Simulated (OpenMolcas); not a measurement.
**SiH3Cl (chlorosilane) at 6 levels**

Aim: a comparison of 6 runs (HF/3-21G, HF/def2-SVP, PBE0/3-21G, B3LYP/6-31G*, PBE/def2-SVP, CCSD(T)/3-21G) of SiH3Cl (chlorosilane). 

Program for the calculation: OpenMolcas 26.06.

5 further runs of the same task are left out: 2 that didn't finish, 3 set aside as unsound or not needed.

## 1. The system as given

SiH3Cl has 5 atoms, charge 0, and is taken as a singlet. As SMILES, `[SiH3]Cl`. The shape is that of a PBE0-D4/def2-TZVP optimisation.

Bond lengths: Si1–Cl2 2.054 Å, Si1–H3 1.481 Å, Si1–H4 1.481 Å, Si1–H5 1.481 Å. Angles: Cl2–Si1–H3 108.5°, Cl2–Si1–H4 108.5°, Cl2–Si1–H5 108.5°, H3–Si1–H4 110.4°, H3–Si1–H5 110.4°, H4–Si1–H5 110.4°.

## 2. Energy and forces at HF/3-21G (run 1)

File geom.xyz:

```xyz
5

Si    -0.112000     0.018600    -0.030900
Cl     1.838300    -0.513500     0.329900
H     -0.950900    -0.488300     1.079100
H     -0.534700    -0.585700    -1.314900
H     -0.190800     1.495400    -0.104700
```

File job.inp:

```
* ClH3Si Hartree-Fock

&GATEWAY
  BasLib
  $CurrDir
  Coord
  geom.xyz
  Basis
  3-21G
  Group
  NoSym

&SEWARD

&SCF
  Thresholds
  1e-10 1e-07 1e-07 1e-05
  PrOrbitals
  1 1

&ALASKA
```

The basis set 3-21G is read from a file made from the Basis Set Exchange's data (not shown).

On the command line:

```bash
$ export MOLCAS_MEM=1860
$ pymolcas job.inp > job.log
```

Log:

```text
--- Start Module: gateway ---
[...]
--- Stop Module: gateway /rc=_RC_ALL_IS_WELL_ ---
[...]
      Basis functions           32
[...]
--- Start Module: scf ---
[...]
       Convergence after  10 Iterations
[...]
::    Total SCF energy                               -746.4522092098
[...]
      Total spin, S                                     0.0000000000
[...]
      Total electronic charge=   34.000000
      Total            charge=   -0.000000
[...]
      Dipole Moment (debye):
      Origin of the operator (angstrom)=    0.9013   -0.2579    0.1566
                   X= -2.6378E+00               Y=  7.1981E-01               Z= -4.8823E-01           Total=  2.7775E+00
      Quadrupole Moment (debye*angstrom):
[...]
--- Stop Module: scf /rc=_RC_ALL_IS_WELL_ ---
--- Start Module: alaska ---
[...]
 *              Molecular gradients               *
 **************************************************
  Irreducible representation: a
 ------------------------------------------------------------------------------------------
                              X                       Y                       Z
 ------------------------------------------------------------------------------------------
  SI1               4.63154765326106E-02   -1.26239438862483E-02    8.53320104356881E-03
  CL2              -4.49937976321539E-02    1.22737158739614E-02   -8.32051767282760E-03
  H3               -8.23290273124222E-04   -4.93074059080501E-04    1.07889141231565E-03
  H4               -4.12573475417677E-04   -5.71373037850265E-04   -1.21917494251500E-03
  H5               -8.58151519242956E-05    1.41467510921123E-03   -7.23998405392501E-05
 ------------------------------------------------------------------------------------------
--- Stop Module: alaska /rc=_RC_ALL_IS_WELL_ ---
[...]
```

It took 1.2 s on 1 thread of Intel Xeon 6975P-C (Granite Rapids), shared host; peak memory 0.37 GiB.

## 3. Energy and forces at HF/def2-SVP (run 2)

File mol.inp:

```
&gateway
 baslib=$CurrDir
 coord
 5
 bohr
 Si    -0.21164933     0.03514891    -0.05839254
 Cl     3.47388353    -0.97037436     0.62342065
 H     -1.79694057    -0.92275327     2.03920346
 H     -1.01043656    -1.10681259    -2.48480088
 H     -0.36055974     2.82589645    -0.19785433
 basis=def2-SVP
 group=NoSym

&seward

&scf
 thresholds=1e-10 1e-07 1e-07 1e-05
 prorbitals=1 2

&alaska
```

The basis set def2-SVP is read from a file made from the Basis Set Exchange's data (not shown).

On the command line:

```bash
$ export MOLCAS_MEM=1860
$ pymolcas mol.inp > mol.log
```

Log:

```text
--- Start Module: gateway ---
[...]
--- Stop Module: gateway /rc=_RC_ALL_IS_WELL_ ---
[...]
      Basis functions           51
[...]
--- Start Module: scf ---
[...]
       Convergence after  11 Iterations
[...]
::    Total SCF energy                               -749.9830008913
[...]
      Total spin, S                                     0.0000000000
[...]
      Total electronic charge=   34.000000
      Total            charge=   -0.000000
[...]
      Dipole Moment (debye):
      Origin of the operator (angstrom)=    0.9013   -0.2579    0.1566
                   X= -1.4892E+00               Y=  4.0643E-01               Z= -2.7573E-01           Total=  1.5681E+00
      Quadrupole Moment (debye*angstrom):
[...]
--- Stop Module: scf /rc=_RC_ALL_IS_WELL_ ---
--- Start Module: alaska ---
[...]
 *              Molecular gradients               *
 **************************************************
  Irreducible representation: a
 ------------------------------------------------------------------------------------------
                              X                       Y                       Z
 ------------------------------------------------------------------------------------------
  SI1               8.32654387414955E-03   -2.25881886126578E-03    1.50429556361109E-03
  CL2              -7.71896081015200E-03    2.10394041099704E-03   -1.42470509828208E-03
  H3               -9.58122532937367E-04   -1.15583475148751E-03    2.25678157730025E-03
  H4               -1.51511099340418E-04   -1.32672708643189E-03   -2.31667111070433E-03
  H5                5.02050568296553E-04    2.63744028818991E-03   -1.97009319140573E-05
 ------------------------------------------------------------------------------------------
--- Stop Module: alaska /rc=_RC_ALL_IS_WELL_ ---
[...]
```

Run time: 1.8 s. Hardware: 1 thread of Intel Xeon 6975P-C (Granite Rapids), shared host; peak memory 0.38 GiB.

Run 3 isn't shown in full; the table further down has it.

## 4. Energy and forces at B3LYP/6-31G(d) (spherical functions) (run 4)

File calc.inp:

```
* ClH3Si Kohn-Sham DFT
&GATEWAY
BasLib
$CurrDir
Coord
5
angstrom
Si      -0.112000       0.018600      -0.030900
Cl       1.838300      -0.513500       0.329900
H       -0.950900      -0.488300       1.079100
H       -0.534700      -0.585700      -1.314900
H       -0.190800       1.495400      -0.104700
Basis
6-31Gs
Group
NoSym
&SEWARD
GridInput
Grid=UltraFine
End of Grid
&SCF
KSDFT
B3LYP
Thresholds
1e-10 1e-07 1e-07 1e-05
PrOrbitals
1
&ALASKA
```

The basis set 6-31G* is read from a file made from the Basis Set Exchange's data (not shown).

On the command line:

```bash
$ export MOLCAS_MEM=1860
$ pymolcas calc.inp > calc.log
```

Log:

```text
--- Start Module: gateway ---
[...]
--- Stop Module: gateway /rc=_RC_ALL_IS_WELL_ ---
[...]
      Basis functions           42
[...]
--- Start Module: scf ---
[...]
       Convergence after  10 Iterations
[...]
::    Total KS-DFT energy                            -751.5258546899
[...]
      Total spin, S                                     0.0000000000
[...]
      Total electronic charge=   34.000000
      Total            charge=   -0.000000
[...]
      Dipole Moment (debye):
      Origin of the operator (angstrom)=    0.9013   -0.2579    0.1566
                   X= -1.5965E+00               Y=  4.3569E-01               Z= -2.9556E-01           Total=  1.6811E+00
      Quadrupole Moment (debye*angstrom):
[...]
--- Stop Module: scf /rc=_RC_ALL_IS_WELL_ ---
[...]
--- Start Module: alaska ---
[...]
 *              Molecular gradients               *
 **************************************************
  Irreducible representation: a
 ------------------------------------------------------------------------------------------
                              X                       Y                       Z
 ------------------------------------------------------------------------------------------
  SI1               6.83375435223610E-03   -1.85297916168325E-03    1.22698220338924E-03
  CL2              -8.73857396728184E-03    2.38238957486381E-03   -1.61375711195388E-03
  H3                7.02451736621867E-04   -6.16701547868637E-05   -9.39484922284350E-05
  H4                6.35792964167159E-04   -2.94833183782650E-05    3.62189319347728E-04
  H5                5.66574914271922E-04   -4.38256940019421E-04    1.18534081450961E-04
 ------------------------------------------------------------------------------------------
--- Stop Module: alaska /rc=_RC_ALL_IS_WELL_ ---
[...]
```

Run time: 5.4 s. Hardware: 1 thread of Intel Xeon 6975P-C (Granite Rapids), shared host; peak memory 0.37 GiB.

Run 5 isn't shown in full; the table further down has it.

## 5. The energy at CCSD(T)/3-21G (run 6)

File calc.inp:

```
* ClH3Si CCSD(T)
&GATEWAY
BASLIB
$CurrDir
COORD
5
bohr
Si    -0.21164933     0.03514891    -0.05839254
Cl     3.47388353    -0.97037436     0.62342065
H     -1.79694057    -0.92275327     2.03920346
H     -1.01043656    -1.10681259    -2.48480088
H     -0.36055974     2.82589645    -0.19785433
BASIS
3-21G
GROUP
NoSym
&SEWARD
&SCF
THRESHOLDS
1e-10 1e-07 1e-07 1e-05
PRORBITALS
1 2
&RASSCF
FILEORB
$Project.ScfOrb
SPIN
1
NACTEL
0 0 0
INACTIVE
17
RAS2
0
OUTORBITALS
Canonical
ORBLISTING
Nothing
&MOTRA
JOBIPH
FROZEN
10
&CCSDT
CCT
TRIPLES
2
ITERATIONS
80
ACCURACY
1e-08
EXTRAPOLATION
5 4
```

The basis set 3-21G is read from a file made from the Basis Set Exchange's data (not shown).

On the command line:

```bash
$ export MOLCAS_MEM=1860
$ pymolcas calc.inp > calc.log
```

Log:

```text
--- Start Module: gateway ---
[...]
--- Stop Module: gateway /rc=_RC_ALL_IS_WELL_ ---
[...]
      Basis functions           32
[...]
       Convergence after  10 Iterations
[...]
::    Total SCF energy                               -746.4522092097
[...]
      Total spin, S                                     0.0000000000
[...]
      Number of active orbitals                  0
[...]
      Spin quantum number                      0.0
[...]
      Active orbitals                            0
[...]
      Number of CSFs                             1
[...]
      Number of root(s) required                 1
[...]
      Convergence after  4 iterations
[...]
      Natural orbitals and occupation numbers for root  1
      ************************************************************************************************************************
      *                                                    Final results                                                     *
      ************************************************************************************************************************
[...]
::    RASSCF root number  1 Total energy:   -746.45220921
[...]
      Total electronic charge=   34.000000
      Total            charge=   -0.000000
[...]
      Dipole Moment (debye):
      Origin of the operator (angstrom)=    0.9013   -0.2579    0.1566
                   X= -2.6378E+00               Y=  7.1981E-01               Z= -4.8823E-01           Total=  2.7775E+00
      Quadrupole Moment (debye*angstrom):
[...]
--- Start Module: motra ---
[...]
      *** WARNING: Default frozen orbitals is overwritten by user input.
      *** Default values:   7
[...]
--- Stop Module: motra /rc=_RC_ALL_IS_WELL_ ---
--- Start Module: ccsdt ---
[...]
      Convergence after                    14  Iterations
      Total energy (diff) :    -746.57666228      -0.00000000
[...]
 METHOD                       : CCSD+T(CCSD)+<T3(1)WT1> = CCSD(T)
[...]
       CCSD     =      -746.5766622818937
[...]
--- Stop Module: ccsdt /rc=_RC_ALL_IS_WELL_ ---
[...]
```

Run time: 1.5 s. Hardware: 1 thread of Intel Xeon 6975P-C (Granite Rapids), shared host; peak memory 0.37 GiB.

## 6. All runs side by side

```csv
run,level,integration grid,task,energy (Eh),dipole moment (D) of the reference,HOMO energy (eV),LUMO energy (eV),wall time
1,HF/3-21G,–,gradient,-746.452209,2.78,-12.30,3.00,1.2 s
2,HF/def2-SVP,–,gradient,-749.983001,1.57,-12.21,3.87,1.8 s
3,PBE0/3-21G,UltraFine,gradient,-747.469296,2.41,-8.99,-0.21,4.2 s
4,B3LYP/6-31G* (spherical functions),UltraFine,gradient,-751.525855,1.68,-8.66,-0.24,5.4 s
5,PBE/def2-SVP,UltraFine,gradient,-750.939623,1.22,-7.44,-0.59,6.6 s
6,CCSD(T)/3-21G,–,energy,-746.578327,2.78,-12.30,3.00,1.5 s
```

## 7. What came out

| quantity | value |
| --- | --- |
| run 6: total energy | -746.57833 Eh |
| run 6: dipole moment (mean-field density) | 2.78 D |
| run 6: HOMO energy (Hartree–Fock orbitals) | -12.30 eV |
| run 6: LUMO energy (Hartree–Fock orbitals) | 3.00 eV |
| run 6: HOMO–LUMO gap (Hartree–Fock orbitals) | 15.30 eV |
| run 6: correlation energy (10 core orbitals frozen) | -126.1 mEh |
| run 6: (T) correction | -1.66 mEh |

Over runs 1, 2, 3, 4, 5 the dipole moment (its size) runs from 1.22 D (PBE/def2-SVP) to 2.78 D (HF/3-21G). The two ends differ in method and basis. Over runs 1, 2, 3, 4, 5 the HOMO–LUMO gap runs from 6.85 eV (PBE/def2-SVP) to 16.08 eV (HF/def2-SVP). Exact exchange widens orbital gaps. Totals of different functionals can't be ranked against each other. All runs together took 21 s, the longest 6.6 s.
